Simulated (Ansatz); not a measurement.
Donors bound to In(F)3. All species are isolated molecules in the gas phase. One relaxed conformer stands for each flexible species; it need not be the lowest. Strings in code marks are SMILES.

Quantity: vertical ionisation energy (energy after one electron is removed minus that of the parent at the parent's geometry), in eV.

A: `O`
B: `CO`
C: `N`
D: `[F][In]([F])[F]`
E: `COC`
F: `CN(C)C`

Rank these by vertical ionisation energy (energy after one electron is removed minus that of the parent at the parent's geometry) (lowest first), as frozen-core MP2/def2-TZVPP // PBE0-D4/def2-SVP (Ansatz, a program for electronic structure) gives it.

F (8.56 eV), E (10.49 eV), C (10.98 eV), B (11.34 eV), A (12.74 eV), D (14.64 eV)
